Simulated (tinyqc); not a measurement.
RKS/LDA (PW92) in the sto-3g basis, for BH, spin multiplicity 1, step by step. One step of it, computed by the program tinyqc.

Question. Iteration 1: building the Kohn-Sham matrix. J_ij = sum D_kl (ij|kl); F = H + J + V_xc; E = tr D H + tr D J / 2 + E_xc + E_nn.

D at the start, order 1B 1s, 1B 2s, 1B 2px, 1B 2py, 1B 2pz, 2H 1s:
$$\begin{pmatrix}
2.178791 & -0.563629 & 0.000000 & 0.000000 & 0.013213 & -0.036435 \\
-0.563629 & 2.105938 & 0.000000 & 0.000000 & -0.041488 & 0.135135 \\
0.000000 & 0.000000 & 0.320736 & 0.000000 & 0.000000 & 0.000000 \\
0.000000 & 0.000000 & 0.000000 & 0.320736 & 0.000000 & 0.000000 \\
0.013213 & -0.041488 & 0.000000 & 0.000000 & 0.293586 & 0.054128 \\
-0.036435 & 0.135135 & 0.000000 & 0.000000 & 0.054128 & 0.961064
\end{pmatrix}$$

core Hamiltonian H = T + V (hartree), order 1B 1s, 1B 2s, 1B 2px, 1B 2py, 1B 2pz, 2H 1s:
$$\begin{pmatrix}
-12.666953 & -3.280481 & 0.000000 & 0.000000 & -0.011241 & -0.383673 \\
-3.280481 & -3.755270 & 0.000000 & 0.000000 & -0.109383 & -1.038605 \\
0.000000 & 0.000000 & -2.936077 & 0.000000 & 0.000000 & 0.000000 \\
0.000000 & 0.000000 & 0.000000 & -2.936077 & 0.000000 & 0.000000 \\
-0.011241 & -0.109383 & 0.000000 & 0.000000 & -3.008094 & -1.050738 \\
-0.383673 & -1.038605 & 0.000000 & 0.000000 & -1.050738 & -2.189770
\end{pmatrix}$$

Two-electron integrals (ij|kl) in chemists' order, unique and non-zero (hartree):
```
(11|11) 2.923513   (21|11) 0.518376   (21|21) 0.109262   (22|11) 0.744229
(22|21) 0.193177   (22|22) 0.544804   (31|31) 0.020264   (32|31) 0.029996
(32|32) 0.120346   (33|11) 0.742491   (33|21) 0.193240   (33|22) 0.544682
(33|33) 0.586773   (41|41) 0.020264   (42|41) 0.029996   (42|42) 0.120346
(43|43) 0.031630   (44|11) 0.742491   (44|21) 0.193240   (44|22) 0.544682
(44|33) 0.523513   (44|44) 0.586773   (51|51) 0.020264   (52|51) 0.029996
(52|52) 0.120346   (53|53) 0.031630   (54|54) 0.031630   (55|11) 0.742491
(55|21) 0.193240   (55|22) 0.544682   (55|33) 0.523513   (55|44) 0.523513
(55|55) 0.586773   (61|11) 0.059438   (61|21) 0.012489   (61|22) 0.022182
(61|33) 0.022086   (61|44) 0.022086   (61|51) 0.000869   (61|52) 0.001621
(61|55) 0.022386   (61|61) 0.001469   (62|11) 0.168310   (62|21) 0.044511
(62|22) 0.141522   (62|33) 0.137273   (62|44) 0.137273   (62|51) 0.004837
(62|52) 0.031660   (62|55) 0.149875   (62|61) 0.005428   (62|62) 0.054965
(63|31) 0.004074   (63|32) 0.019938   (63|53) 0.005630   (63|63) 0.005399
(64|41) 0.004074   (64|42) 0.019938   (64|54) 0.005630   (64|64) 0.005399
(65|11) 0.168535   (65|21) 0.045105   (65|22) 0.151196   (65|33) 0.143394
(65|44) 0.143394   (65|51) 0.008168   (65|52) 0.050084   (65|55) 0.166626
(65|61) 0.005711   (65|62) 0.068314   (65|65) 0.088571   (66|11) 0.344492
(66|21) 0.092672   (66|22) 0.334660   (66|33) 0.316288   (66|44) 0.316288
(66|51) 0.010831   (66|52) 0.097038   (66|55) 0.370910   (66|61) 0.011410
(66|62) 0.175815   (66|65) 0.235625   (66|66) 0.774606
```

nuclear repulsion = 1.72933729 hartree

V_xc (hartree), order 1B 1s, 1B 2s, 1B 2px, 1B 2py, 1B 2pz, 2H 1s:
$$\begin{pmatrix}
-1.805050 & -0.283349 & 0.000000 & 0.000000 & 0.000009 & -0.032752 \\
-0.283349 & -0.443663 & 0.000000 & 0.000000 & -0.010783 & -0.128113 \\
0.000000 & 0.000000 & -0.435841 & 0.000000 & 0.000000 & 0.000000 \\
0.000000 & 0.000000 & 0.000000 & -0.435841 & 0.000000 & 0.000000 \\
0.000009 & -0.010783 & 0.000000 & 0.000000 & -0.450065 & -0.145799 \\
-0.032752 & -0.128113 & 0.000000 & 0.000000 & -0.145799 & -0.426602
\end{pmatrix}$$

E_xc = sum of w rho eps_xc = -4.11804396 hartree

Give: Coulomb J; Kohn-Sham matrix F; total energy of this density.

Answer.

Coulomb J (hartree), order 1B 1s, 1B 2s, 1B 2px, 1B 2py, 1B 2pz, 2H 1s:
$$\begin{pmatrix}
8.437 & 1.699 & 0.000 & 0.000 & 0.011 & 0.196 \\
1.699 & 3.435 & 0.000 & 0.000 & 0.098 & 0.935 \\
0.000 & 0.000 & 3.412 & 0.000 & 0.000 & 0.000 \\
0.000 & 0.000 & 0.000 & 3.412 & 0.000 & 0.000 \\
0.011 & 0.098 & 0.000 & 0.000 & 3.468 & 1.026 \\
0.196 & 0.935 & 0.000 & 0.000 & 1.026 & 2.472
\end{pmatrix}$$

Kohn-Sham matrix F (hartree), order 1B 1s, 1B 2s, 1B 2px, 1B 2py, 1B 2pz, 2H 1s:
$$\begin{pmatrix}
-6.035 & -1.865 & 0.000 & 0.000 & -0.001 & -0.221 \\
-1.865 & -0.764 & 0.000 & 0.000 & -0.022 & -0.232 \\
0.000 & 0.000 & 0.040 & 0.000 & 0.000 & 0.000 \\
0.000 & 0.000 & 0.000 & 0.040 & 0.000 & 0.000 \\
-0.001 & -0.022 & 0.000 & 0.000 & 0.010 & -0.171 \\
-0.221 & -0.232 & 0.000 & 0.000 & -0.171 & -0.145
\end{pmatrix}$$

total energy of this density = -24.61349 hartree

This density is the starting one; it is not idempotent, so its energy is not variational and may lie below the converged one.
